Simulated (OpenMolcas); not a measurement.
## How basis sets differ on CH6B2 (SMILES BBC)

CH6B2 has 9 atoms, charge 0, and is taken as a singlet. As SMILES, `BBC`. Geometry: relaxed at GFN2-xTB.

Each level gives the HOMO–LUMO gap (eV). The values are calculated.

| level | kind | program | value (eV) |
| --- | --- | --- | --- |
| HF/STO-3G | Hartree–Fock | OpenMolcas | 17.02 |
| HF/3-21G | Hartree–Fock | OpenMolcas | 13.94 |
| HF/6-31G | Hartree–Fock | OpenMolcas | 14.05 |
| HF/def2-SVP | Hartree–Fock | OpenMolcas | 13.74 |

The values span 13.74 to 17.02 eV. A Hartree–Fock LUMO above zero doesn't converge with the basis: it sinks as sets grow more diffuse. Orbital gaps aren't excitation energies.
